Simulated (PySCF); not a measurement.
Species: C4H4NP.
Atom-mapped SMILES: `[cH:1]1[cH:2][p:3][cH:4][cH:5][n:6]1` (hydrogens: H7 on C1; H8 on C2; H9 on C4; H10 on C5)

A GFN2-xTB structure was refined with PySCF 2.14.0, PBE0-D3(BJ)/def2-SVP geometry optimisation, gas phase. Its GFN2-xTB values:

```tsv
coordinate	GFN2-xTB
C1–C2	1.381 Å
C1–N6	1.321 Å
C1–H7	1.086 Å
C2–P3	1.736 Å
C2–H8	1.082 Å
C4–C5	1.381 Å
C1–C2–P3	123.8°
C1–N6–C5	120.2°
C2–C1–N6	126.9°
C2–P3–C4	98.4°
```

Q: How do these coordinates change at the PBE0-D3(BJ)/def2-SVP level?

A: 
```csv
coordinate,PBE0-D3(BJ)/def2-SVP (Å or °),change
C4–C5,1.394,+0.013
C1–C2,1.394,+0.013
C1–H7,1.098,+0.012
C2–H8,1.094,+0.012
C1–N6,1.330,+0.009
C2–P3,1.733,-0.003
C2–C1–N6,126.5,-0.4
C1–C2–P3,124.1,+0.3
C2–P3–C4,98.6,+0.2
C1–N6–C5,120.2,0.0
```

The energy falls by 2.6 kJ/mol over 4 energy and gradient evaluations, the largest force component goes from 0.0104 to 4.2e-04 Eh/bohr, and the atoms move by 0.016 Å rms after alignment. Among the bonds, C1–C2, C4–C5, C1–H7, C2–H8, C4–H9 and C5–H10 change most and about equally (+0.012 to +0.013 Å). Bonds longer at the end by more than 0.005 Å: 8 of 10; shorter: 0. Rotational constants go from 5491, 3556, 2158 to 5446, 3524, 2140 MHz.

The run used 108 basis functions and 25 SCF cycles in all. On Arm Neoverse N1, one thread, no GPU, on a shared host, this took 25 s wall.

Whether it is a minimum is left open (no frequencies).
